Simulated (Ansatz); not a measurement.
We consider zinc-blende HgS (metastable phase), described by PBE0-D3(BJ) in Ansatz (PAW).

Run with plane-wave cutoff 460 eV, 8×8×8 k mesh, Fermi–Dirac smearing 0.01 eV, scalar-relativistic PAW data made under PBE.

Computed at the level's own relaxed cell.

Predict the pressure derivative B′ of the bulk modulus, bulk modulus and band gap.


* **pressure derivative B′ of the bulk modulus**: 4.7
* **bulk modulus**: 67.0 GPa
* **band gap**: 0.99 eV (on the SCF k mesh)

Spin–orbit coupling is not included.

Computed values are for the static lattice.

It cost about 9 core-minutes (a rough figure) of CPU time.

Ansatz is a quantum-chemistry and plane-wave program.
